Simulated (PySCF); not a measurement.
Species: F2BO (doublet state).
Geometry (PBE0-D3(BJ)/def2-TZVP, Å), atoms numbered from 1 in this order:
```xyz
4
BF2O angstrom
O      1.2718   -0.4172    0.0983
B     -0.0146    0.0067   -0.0070
F     -0.9795   -0.8824   -0.0919
F     -0.2684    1.2966   -0.0218
```

Computed, not measured: PBE0-D3(BJ)/def2-TZVP geometry optimisation, gas phase in PySCF.

Masses are those of the commonest isotopes; rigid-rotor values at the optimised geometry. 

Give the principal moments of inertia and the rotational constants in GHz.

Ia = 45.13, Ib = 49.95, Ic = 95.09 u·Å²; 505379 MHz·u·Å²/I gives 11197, 10117 and 5315 MHz, that is A = 11.197, B = 10.117, C = 5.3148 GHz.

What kind of rotor is it?

An asymmetric top; Ray's κ = 0.633.

What does the inertial defect say?

Planar: Δ = Ic − Ia − Ib = 0.00 u·Å². For a rigid frame Δ = −2 Σ m c², so it vanishes when all atoms lie in the ab plane; here none is more than 0.01 Å from it.

List the rotational levels J(Ka,Kc) to J = 5 (K).

Above 0(0,0), as E/k:
J = 1: 1(0,1) 0.741, 1(1,1) 0.792, 1(1,0) 1.023
J = 2: 2(0,2) 2.035, 2(1,2) 2.043, 2(1,1) 2.735, 2(2,1) 2.890, 2(2,0) 3.077
J = 3: 3(0,3) 3.825, 3(1,3) 3.825, 3(1,2) 5.074, 3(2,2) 5.112, 3(2,1) 5.731, 3(3,1) 6.041, 3(3,0) 6.175
J = 4: 4(0,4) 6.121, 4(1,4) 6.121, 4(1,3) 7.898, 4(2,3) 7.903, 4(2,2) 9.102, 4(3,2) 9.210, 4(3,1) 9.737, 4(4,1) 10.250, 4(4,0) 10.336
J = 5: 5(0,5) 8.927, 5(1,5) 8.927, 5(1,4) 11.218, 5(2,4) 11.218, 5(2,3) 12.978, 5(3,3) 12.998, 5(3,2) 14.114, 5(4,2) 14.342, 5(4,1) 14.764, 5(5,1) 15.522, 5(5,0) 15.572
Those of J = 1 are B + C, A + C and A + B.

The dipole components are |μa| = 0.00 D, |μb| = 0.09 D, |μc| = 0.00 D.

Estimate the classical rotational partition function at 25 K, 50 K and 100 K.

Point group C2v, symmetry number σ = 2; q = (√π/σ)·√((kT/h)³/(ABC)), k/h = 20836.6 MHz/K: 429 at 25 K, 1210 at 50 K, 3440 at 100 K.

For this open shell read J as N, the rotation without spin; fine and hyperfine splittings come on top. No PBE0-D3(BJ)/def2-TZVP frequencies stand behind this structure, so it isn't proved a minimum. ⟨S²⟩ = 0.753 (exact for a doublet: 0.75). Geometry: PBE0-D3(BJ)/def2-TZVP; no solvent, vibrations or thermal averaging. No vibrational averaging or centrifugal distortion is included, and the geometry carries the error of its method. Quadrupole hyperfine structure (11B) is left out.

On Arm Neoverse V1, one thread (shared host), this took 37 s wall and 0.46 GiB of memory at its peak. That covers the optimisation of the geometry.
